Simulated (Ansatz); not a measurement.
Problem. Name a neutral molecule of C, F, O, S and H with ideal-gas entropy at 298 K and 1 bar (rigid rotor, harmonic PBE0-D4/def2-TZVP) between 291 and 307 J/(mol·K) and HOMO energy (ωB97M-V/def2-TZVPP) between -10.00 and -9.70 eV (Ansatz, PBE0-D4/def2-TZVP geometry).

Solution. `FC1(S)CO1` (306 J/(mol·K), -9.96 eV). Other molecules can fit too; these were computed, each in one conformer that needn't be the lowest.
